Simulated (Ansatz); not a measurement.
Geometry optimisation, UKS BHLYP-D4/6-31G* in Ansatz 0.2.0.

Input:

```yaml
crystal:
  periodic: [false, false, false]
  atoms:
    - { symbol: B, position_ang: [0.0, 0.0, 0.0] }
    - { symbol: F, position_ang: [0.0, 0.0, 1.57] }
    - { symbol: H, position_ang: [1.0305, 0.0, -0.595] }
    - { symbol: H, position_ang: [-1.0305, 0.0, -0.595] }
    - { symbol: C, position_ang: [0.0, 0.0, 3.2] }
    - { symbol: H, position_ang: [-0.5653, -0.8805, 3.5705] }
    - { symbol: H, position_ang: [1.0452, -0.0494, 3.5705] }
    - { symbol: H, position_ang: [-0.4798, 0.9298, 3.5705] }
magnetization:
  spin_polarized: true
  initial_magnetization: 1
basis:
  gaussian: { orbitals: "6-31G*" }
hamiltonian:
  xc: { name: BHLYP }
  dispersion: d4
relax:
  f_tol: 0.15
  max_steps: 25
  restrain:
    - { distance: [1, 4], at: 1.33, k: 30.0 }
    - { distance: [0, 1], at: 2.52, k: 30.0 }
output:
  orbitals: {}
```

Launched with:

```bash
$ ansatz run input.yaml --threads 1 --pin off --max-ram 2048MiB --backend cpu --events-out ev --progress --plain --runs-dir out
```

**Question.** Where does it end, and by what steps?

**Answer.** The run converged. The restraints hold the end off the free minimum. After 16 steps the energy has fallen by 1.201 eV (the restraints' own energy left out); F2 moved furthest, 0.92 Å. The start is strongly strained (largest force component 9 eV/Å), so its close contacts needn't be bonds. Parted: B1–F2.

```json
{"step": "0", "energy less start (eV)": "0.0000", "largest force component (eV/Å)": "8.936", "accepted": "yes"}
{"step": "1", "energy less start (eV)": "0.0274", "largest force component (eV/Å)": "2.906", "accepted": "yes"}
{"step": "2", "energy less start (eV)": "-0.4425", "largest force component (eV/Å)": "1.957", "accepted": "yes"}
{"step": "3", "energy less start (eV)": "-0.6769", "largest force component (eV/Å)": "2.194", "accepted": "yes"}
{"step": "4", "energy less start (eV)": "-0.7569", "largest force component (eV/Å)": "0.887", "accepted": "yes"}
{"step": "5", "energy less start (eV)": "-0.8919", "largest force component (eV/Å)": "1.114", "accepted": "yes"}
{"step": "6", "energy less start (eV)": "-1.0810", "largest force component (eV/Å)": "0.676", "accepted": "yes"}
{"step": "7", "energy less start (eV)": "-1.1111", "largest force component (eV/Å)": "0.759", "accepted": "yes"}
{"step": "8", "energy less start (eV)": "-1.1124", "largest force component (eV/Å)": "0.807", "accepted": "yes"}
{"step": "9", "energy less start (eV)": "-1.1318", "largest force component (eV/Å)": "0.510", "accepted": "yes"}
{"step": "10", "energy less start (eV)": "-1.1467", "largest force component (eV/Å)": "0.631", "accepted": "yes"}
{"step": "11", "energy less start (eV)": "-1.1584", "largest force component (eV/Å)": "0.799", "accepted": "yes"}
{"step": "12", "energy less start (eV)": "-1.1745", "largest force component (eV/Å)": "0.919", "accepted": "yes"}
{"step": "13", "energy less start (eV)": "-1.1888", "largest force component (eV/Å)": "0.493", "accepted": "no"}
{"step": "14", "energy less start (eV)": "-1.1884", "largest force component (eV/Å)": "0.830", "accepted": "yes"}
{"step": "15", "energy less start (eV)": "-1.1981", "largest force component (eV/Å)": "0.725", "accepted": "yes"}
{"step": "16", "energy less start (eV)": "-1.2007", "largest force component (eV/Å)": "0.874", "accepted": "yes"}
```

```xyz
8
Properties=species:S:1:pos:R:3
B -0.008 0.467 -0.171
F -0.028 -0.815 1.990
H 1.073 0.080 -0.462
H -1.054 0.019 -0.499
C -0.001 -0.081 3.132
H -0.557 -0.608 3.902
H 1.029 0.050 3.449
H -0.454 0.889 2.951
```

Run time: 54 s on 1 thread of Intel(R) Xeon(R) Platinum 8259CL CPU @ 2.50GHz (Skylake/Cascade Lake), with other jobs on the host, peak memory 0.16 GiB.
